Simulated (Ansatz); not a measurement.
System: propyne, C3H4, net charge 0, singlet state. SMILES: C(#C)C
Structure (B3LYP-D3(BJ)/def2-TZVP (Ansatz, an electronic-structure program) minimum search):
```xyz
7

C     -0.0011    -0.0004     0.2181
C     -0.0068    -0.0029     1.4176
C      0.0060     0.0025    -1.2360
H     -0.0119    -0.0051     2.4795
H      0.0152     1.0232    -1.6237
H      0.8874    -0.5130    -1.6226
H     -0.8790    -0.5002    -1.6311
```

Property: vertical triplet-singlet gap, E(triplet) - E(singlet), in eV. Terms: 6-311+G** with 5d; spin-orbit terms left out; non-relativistic; six Cartesian d functions in 6-31G* and its kin unless marked 5d; UHF or UKS for open shells; dispersion terms only where a functional's name holds one; each state is the SCF solution reached for its charge and spin. Ab initio and DFT rows: single points at B3LYP-D3(BJ) geometries (Ansatz). Levels can end on unlike triplets.

```csv
level,program,"vertical triplet-singlet gap, E(triplet) - E(singlet) (eV)"
B3LYP/STO-3G,Ansatz,6.92
B3LYP/3-21G,Ansatz,6.12
B3LYP/6-31G*,Ansatz,5.87
B3LYP/6-311+G**,Ansatz,5.76
B3LYP/def2-TZVPD,Ansatz,5.74
```

No value to compare with is used here. The 4 habitual levels span 5.76 (B3LYP/6-311+G**) to 6.92 eV (B3LYP/STO-3G); B3LYP/def2-TZVPD gives 5.74.

The sets are all those run for this method; runs whose electronic state is in doubt are left out.
